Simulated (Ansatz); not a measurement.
System: 2H WSe2. Method: LDA in Ansatz (plane waves, PAW).

Run with plane-wave cutoff 520 eV, 12×12×4 k mesh (along the axes of the cell as run), perturbation theory, no spin polarisation, scalar-relativistic PAW data made under PBE.

Computed at the level's own relaxed cell.

```cif
data_Se4W2
_chemical_formula_sum 'W2 Se4'
_space_group_name_H-M_alt 'P 1'
_space_group_IT_number 1
_cell_length_a 3.24993
_cell_length_b 3.24993
_cell_length_c 12.81778
_cell_angle_alpha 90.000
_cell_angle_beta 90.000
_cell_angle_gamma 120.000
loop_
_space_group_symop_operation_xyz
  'x, y, z'
loop_
_atom_site_label
_atom_site_type_symbol
_atom_site_fract_x
_atom_site_fract_y
_atom_site_fract_z
_atom_site_occupancy
W1 W 0.66667 0.33333 0.75000 1
W2 W 0.33333 0.66667 0.25000 1
Se1 Se 0.66667 0.33333 0.38003 1
Se2 Se 0.33333 0.66667 0.88003 1
Se3 Se 0.33333 0.66667 0.61997 1
Se4 Se 0.66667 0.33333 0.11997 1
```

Harmonic phonon frequencies (cm⁻¹; i marks an imaginary mode; at Γ without the LO shift):

```json
[
 {"q point": "Γ", "frequencies": "0 0 0 25 25 38 175 175 177 177 248 248 249 249 250 252 308 310"},
 {"q point": "M", "frequencies": "98 101 120 127 127 130 192 194 213 219 230 231 243 244 262 262 268 269"},
 {"q point": "K", "frequencies": "102 102 127 127 141 143 210 210 215 215 215 217 254 254 255 257 261 261"}
]
```

No imaginary mode appears at these points.

Ansatz is a first-principles code.
